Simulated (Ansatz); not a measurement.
## How far a parabola holds: energy against volume of zinc-blende CdSe

Results of r²SCAN (Ansatz, a program for electronic structure, plane waves, PAW) for zinc-blende CdSe. Run with plane-wave cutoff 560 eV, 10×10×10 k mesh, Fermi–Dirac smearing 0.01 eV, scalar-relativistic PAW data made under PBE. The cell has no free parameter but its volume, all volumes share cutoff and mesh, and the runs aren't spin-polarised. Energies are free energies at the run's smearing, counted from the lowest row; static lattice.

```csv
V (Å³/atom),E (meV/atom)
27.112,?
27.689,8.01
28.266,1.93
28.843,0.00
29.419,1.79
29.996,6.91
```

Q: Using a parabola, estimate the missing E at V = 27.112 from the other rows, showing the fit.

A: With u = V - 28.8, the rows have u = -1.1110, -0.5340, 0.0430, 0.6190, 1.1960. Least squares gives E = 0.025 - 0.8825·u + 5.6080·u². Residuals (row less fit): 0.082, -0.165, 0.003, 0.163, -0.081; standard error 0.183 (degrees of freedom: 2). The fitted curve has its minimum at V = 28.9, where E = -0.01. Its curvature is d²E/dV² = 2 × 5.6080 meV/Å⁶, so B = V0·d²E/dV² × 0.1602 = 51.9 GPa. At the withheld row, u = -1.6880, so E = 0.025 - 0.8825 × (-1.6880) + 5.6080 × (-1.6880)² = 17.494 meV/atom. The calculation gives 18.74 meV/atom, 1.246 meV/atom above the prediction (6.6 % of the range of E in the table). The row lies outside the fitted rows, so this is an extrapolation. From the scatter of the fitted rows alone, a prediction at this place has a standard error of 0.434 meV/atom, so the miss is 2.9 times that.

The residuals are curvature that a parabola lacks, not noise. A solid that stiffens under compression and softens on expansion lies above the parabola at the compressed end and under it at the expanded end, as this row does. A third-order Birch-Murnaghan fit to the whole scan has B0 = 51.6 GPa. Only scans are tabulated whose curvature falls smoothly with volume, and where the parabola meets the shown rows within 5 % of their range and misses the end by 0.1 meV or more.
